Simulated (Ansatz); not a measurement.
The same path of ClH + H4Si (7 atoms, charge 0, multiplicity 1) was run twice with different band settings. Lost on the way: Si1–H2, Cl6–H7. Made: Si1–Cl6, H2–H7.

These are results of RKS B3LYP-D4/6-31G* (Ansatz 0.2.0), not measurements.

Relaxed end points:

```xyz
7
Properties=species:S:1:pos:R:3
Si 0.360 0.000 -0.200
H 0.075 0.000 1.265
H 1.831 0.000 -0.395
H -0.239 1.216 -0.803
H -0.239 -1.216 -0.803
Cl -3.169 0.000 1.964
H -1.878 0.000 1.960
```

```xyz
7
Properties=species:S:1:pos:R:3
Si -0.406 0.000 -0.740
H -0.024 0.000 3.404
H 0.693 0.000 0.252
H -0.343 1.216 -1.584
H -0.343 -1.216 -1.584
Cl -2.217 0.000 0.282
H -0.619 0.000 2.958
```

Common settings: movable images 5; climbing image yes; spring 5.0 eV/Å²; start path through a guess of the saddle point; force threshold 0.03 eV/Å; iteration limit 60; end points relaxed.

| run | optimiser |
| --- | --- |
| 1 | quadratic models (default) |
| 2 | lbfgs |

(1) What does each run give, and how far can it be trusted?

## Answers

(1) Run 1: converged after 15 iterations, highest image 1.857 eV above the first end. Neighbouring images differ by up to 1.7 eV, so the band resolves the path poorly. A vibrational analysis at the climbing image gives one clearly imaginary mode, 998i cm⁻¹: a first-order saddle point.
Run 2: converged after 40 iterations, highest image 1.857 eV above the first end. Neighbouring images differ by up to 1.6 eV, so the band resolves the path poorly. Another band between the same ends (5 images) ends at a top of the same energy, where a vibrational analysis finds 1 clearly imaginary mode.
The orbitals stay closed-shell, which can raise the energy where a bond breaks towards radicals; this wasn't checked here.
